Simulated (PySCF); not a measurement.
Work out the structure from these simulated measurements.

Elements present: C, F, H and O. Monoisotopic mass: 74.0168 u.

- 1H NMR: chemical shifts (computed TMS as zero) by class: 7.28 (1 H), 6.63 (1 H), 6.30 (1 H) ppm [GIAO PBE0/pcSseg-1]
- Rotational structure: rotational constants A, B, C: 11.009, 4.206, 3.044 GHz [GFN2-xTB]
- 13C NMR: chemical shifts (computed TMS as zero) by class: 165.5 (1 C), 149.9 (1 C), 131.8 (1 C) ppm [GIAO PBE0/pcSseg-1]
- XPS: C1s 291.7, C1s 291.9, C1s 295.9, O1s 538.7, F1s 693.1 eV [ΔSCF SCAN, pcX-2 on the ionised atom, pcseg-1 elsewhere, spin-free X2C]
- UV, strongest line: among the 8 lowest singlet transitions: S2 at 6.45 eV (192 nm, f = 0.313) [TDDFT wB97X-D/def2-SVPD]
- Dipole: 3.50 D [wB97X-D/def2-SVPD]
- Polarisability: 40.5 au [wB97X-D/def2-SVPD]

Gas-phase values; electronic properties from PySCF, density fitting. Levels stand in brackets. One conformer (not necessarily the lowest) at the GFN2-xTB geometry, without solvent, vibrations or thermal averaging. NMR classes are plain means over equivalent atoms (diastereotopic ones count apart unless rotation or inversion swaps them), as if these changed places fast.

Question: Which formula fits the mass and the elements?

Answer: C3H3FO (calculated 74.0168). No other formula that holds each of these elements comes within 0.0003 u with a fitting electron parity and a possible valence count.

Question: Give a SMILES that accounts for the data.

Answer: Numbering: `[CH2:1]=[CH:2][C:3](=[O:4])[F:5]`. Its formula, C3H3FO, gives 2 degrees of unsaturation: 0 rings and 2 π bonds in the structure found. 3 carbons fall into 3 classes; from least to most shielded: acyl halide carbon [C3] (165.5 ppm), terminal =CH2 carbon [C1] (149.9 ppm), alkene CH carbon [C2] (131.8 ppm). Hydrogen classes from least to most shielded: 1 H on a terminal =CH2 carbon, C1 (7.28 ppm), 1 H on a terminal =CH2 carbon, C1 (6.63 ppm), 1 H on an alkene CH carbon, C2 (6.30 ppm). The core levels belong to: C1s 291.7 eV, terminal =CH2 carbon [C1]; C1s 291.9 eV, alkene CH carbon [C2]; C1s 295.9 eV, acyl halide carbon [C3]; O1s 538.7 eV, carbonyl oxygen [O4]; F1s 693.1 eV, acyl fluorine [F5]. The optimised geometry has point group Cs and is an asymmetric top. Structure: `C=CC(=O)F`. The assignments are read from this structure; whether some other isomer fits the data as well wasn't checked.

Shape of the structure used: `[CH2:1]=[CH:2][C:3](=[O:4])[F:5]`: C1–C2–C3–O4 0°.
